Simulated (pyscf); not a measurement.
Optimised with ωB97X-D3(BJ)/def2-SVP in PySCF.

Question: For the elementary gas-phase step methane (CH₄) + F–Sn(Cl)(Cl)–Cl -> H₃C–Sn(Cl)(Cl)–Cl + hydrogen fluoride (HF) (singlet surface; C–H, F–Sn broken, C–Sn, F–H formed), what barrier and reaction energy does PBE0-D3(BJ)/def2-TZVP give, measured from the separated reactants?

Answer: ΔE‡ = 162.0 kJ/mol, ΔE = +39.0 kJ/mol. ωB97M-D3(BJ)/def2-TZVP gives 178.1 kJ/mol and +46.7 kJ/mol. Zero-point energy shifts the barrier by -5.6 kJ/mol. It is a four-centre exchange, with an imaginary mode of 1198i cm⁻¹. On the product side the descent ends in a complex (not fully relaxed), 24.7 kJ/mol under the separated species and 154.6 kJ/mol under the saddle at ωB97X-D3(BJ)/def2-TZVP. One saddle was located; it need not be the lowest between these sides. Elements past Kr carry the def2 core potentials, without spin-orbit coupling.
